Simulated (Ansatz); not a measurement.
Z-matrix (Å, degrees):
```
C
F 1 1.323
C 1 1.418 2 123.5
F 1 1.323 2 108.9 3 -158.0
O 1 1.392 2 116.0 3 68.9
C 3 1.309 1 161.4 2 -77.4
H 6 1.080 3 119.5 1 -0.0
H 6 1.082 3 120.9 1 180.0
```

Charge 0, multiplicity 1.

Question: List the ωB97M-V/def2-TZVPP orbital energies in eV (Ansatz). (An estimate is asked.)

Answer: Computed: Occupied: -678.94, -678.94, -528.12, -288.13, -284.23, -282.11, -39.40, -37.51, -34.86, -24.76, -22.62, -20.74, -19.66, -18.63, -17.17, -16.39, -15.92, -15.73, -15.32, -14.33, -14.16, -12.11, -10.19. Lowest empty: 1.88, 3.29, 3.74, 4.63, 4.80, 5.97, 6.06, 6.49.
